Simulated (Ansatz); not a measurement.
One change: `[AlH2][CH2]Cl` becomes `[AlH2][SiH2]Cl`.

Ansatz, PBE0-D4/def2-TZVP geometries, multiplicity 1. 

```tsv
property	`[AlH2][CH2]Cl`
LUMO energy (PBE/def2-TZVPP) / eV	-2.42
HOMO energy (PBE/def2-TZVPP) / eV	-6.24
size of the dipole moment (B3LYP/def2-TZVPP) / D	1.71
HOMO–LUMO gap (PBE0/def2-TZVPP) / eV	5.90
LUMO energy (PBE0/def2-TZVPP) / eV	-1.65
HOMO energy (B3LYP/def2-TZVPP) / eV	-7.32
```

Task: Give the same properties after the change, and the shifts. (An estimate is asked.)

Result: Ansatz gave: 
```json
{"property": "LUMO energy (PBE/def2-TZVPP) / eV", "`[AlH2][SiH2]Cl`": "-3.10", "shift": "-0.68"}
{"property": "HOMO energy (PBE/def2-TZVPP) / eV", "`[AlH2][SiH2]Cl`": "-6.46", "shift": "-0.22"}
{"property": "size of the dipole moment (B3LYP/def2-TZVPP) / D", "`[AlH2][SiH2]Cl`": "1.72", "shift": "0.01"}
{"property": "HOMO–LUMO gap (PBE0/def2-TZVPP) / eV", "`[AlH2][SiH2]Cl`": "5.23", "shift": "-0.67"}
{"property": "LUMO energy (PBE0/def2-TZVPP) / eV", "`[AlH2][SiH2]Cl`": "-2.33", "shift": "-0.68"}
{"property": "HOMO energy (B3LYP/def2-TZVPP) / eV", "`[AlH2][SiH2]Cl`": "-7.37", "shift": "-0.05"}
```

Dipoles are sizes alone; their direction can turn.

B3LYP here is the variant with VWN-RPA as its local correlation; programs differ in this.
